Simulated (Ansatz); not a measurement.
Tetradymite Bi2Se3, treated with LDA (PAW; Ansatz, an electronic-structure program).

Numerical settings: plane-wave cutoff 520 eV, 10×10×10 k mesh, Fermi–Dirac smearing 0.01 eV, scalar-relativistic PAW data made under PBE.

Shape and atoms are relaxed at each volume.

Pressure at four volumes; x = ln(V/27.143 Å³). One pressure is withheld.

| V (Å³/atom) | x | P (GPa) |
|---|---|---|
| 26.057 | -0.0408 | 2.16 |
| 27.143 | 0.0000 | 0.01 |
| 27.686 | 0.0198 | -0.77 |
| 28.229 | 0.0392 | ? |

Q: Pass a parabola P(x) through the three rows shown, estimate the bulk modulus and its pressure derivative near zero pressure, and predict the withheld pressure.

A: Slopes between the rows: (0.01 − (2.16))/(0.0000 − (-0.0408)) = -52.70 and (-0.77 − (0.01))/(0.0198 − (0.0000)) = -39.39 GPa. Their difference over the span 0.0606 is c = 13.31/0.0606 = 219.6 GPa, so P(x) = 2.16 + (-52.70)(x − (-0.0408)) + 219.6 (x − (-0.0408))(x − (0.0000)). At the middle row B = −dP/dx = −[-52.70 + 219.6 × 0.0408] = 43.7 GPa, and B′ = dB/dP = 2c/B = 10.1. At x = 0.0392 the parabola gives -1.37 GPa; the run gives -1.30 GPa. The Birch–Murnaghan fit to the energies at all volumes has B0 = 42.4 GPa and B′ = 11.1.

Note: this level leaves the solid without a gap, although one is measured.

Spin–orbit coupling is not included; it can shift volumes and moduli of such heavy elements.
